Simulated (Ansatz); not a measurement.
Geometry optimisation, Ansatz, RKS r2SCANh-D4/def2-SVP.

Input:

```yaml
crystal:
  periodic: [false, false, false]
  atoms:
    - { symbol: C, position_ang: [0.6072, 1.4304, 1.4422] }
    - { symbol: "N", position_ang: [-0.1285, 0.5867, 0.5102] }
    - { symbol: C, position_ang: [0.3739, -0.6064, 0.0738] }
    - { symbol: C, position_ang: [0.078, -1.3018, -0.9789] }
    - { symbol: "N", position_ang: [-1.0445, -1.0065, -1.8235] }
    - { symbol: H, position_ang: [-0.1038, 2.3163, 1.7069] }
    - { symbol: H, position_ang: [1.4835, 1.8966, 0.9697] }
    - { symbol: H, position_ang: [0.8832, 0.9626, 2.338] }
    - { symbol: H, position_ang: [-0.6157, 1.086, -0.1968] }
    - { symbol: H, position_ang: [1.2341, -0.9698, 0.7207] }
    - { symbol: H, position_ang: [0.5012, -2.2366, -1.2224] }
    - { symbol: H, position_ang: [-1.7026, -0.3929, -1.3172] }
    - { symbol: H, position_ang: [-1.5458, -1.7992, -2.208] }
basis:
  gaussian: { orbitals: def2-SVP }
hamiltonian:
  xc: r2scanh
  dispersion: d4
relax:
  f_tol: 0.015
  max_steps: 40
```

Run as:

```bash
$ ansatz run input.yaml --threads 2 --pin off --max-ram 3072MiB --backend cpu --events-out ev --progress --plain --runs-dir out
```

Task: Where does it end, and by what steps?

Result: The forces met the threshold. The force dipped under the threshold on the way, but the program's further checks kept it going. After 28 steps the energy has fallen by 0.549 eV; H9 moved furthest, 0.80 Å.

```csv
step,energy less start (eV),largest force component (eV/Å),accepted
0,0.0000,3.569,yes
1,-0.4279,1.215,yes
2,-0.4932,0.433,yes
3,-0.5162,0.228,yes
4,-0.5281,0.233,yes
5,-0.5327,0.108,yes
6,-0.5341,0.051,yes
7,-0.5344,0.018,yes
8,-0.5347,0.024,yes
9,-0.5350,0.031,yes
10,-0.5350,0.126,no
11,-0.5357,0.038,yes
12,-0.5363,0.141,yes
13,-0.5370,0.144,yes
14,-0.5389,0.041,yes
15,-0.5407,0.043,yes
16,-0.5363,0.322,no
17,-0.5404,0.092,no
18,-0.5419,0.008,yes
19,-0.5437,0.104,yes
20,-0.5424,0.206,no
21,-0.5452,0.083,yes
22,-0.5464,0.077,yes
23,-0.5465,0.132,yes
24,-0.5476,0.092,yes
25,-0.5480,0.072,yes
26,-0.5487,0.055,yes
27,-0.5486,0.044,no
28,-0.5489,0.013,yes
```

```xyz
13
Properties=species:S:1:pos:R:3
C 0.404 1.357 1.448
N -0.022 0.754 0.207
C 0.618 -0.461 -0.134
C 0.021 -1.333 -0.968
N -1.206 -1.094 -1.568
H -0.121 2.310 1.603
H 1.495 1.555 1.504
H 0.149 0.698 2.291
H 0.018 1.424 -0.559
H 1.617 -0.668 0.269
H 0.539 -2.246 -1.271
H -1.743 -0.405 -1.045
H -1.749 -1.927 -1.763
```

Whether the end is a true minimum wasn't checked by a vibrational analysis.

The run took 110 s on 2 threads of Arm Neoverse V1 (shared host), peak memory 0.26 GiB.
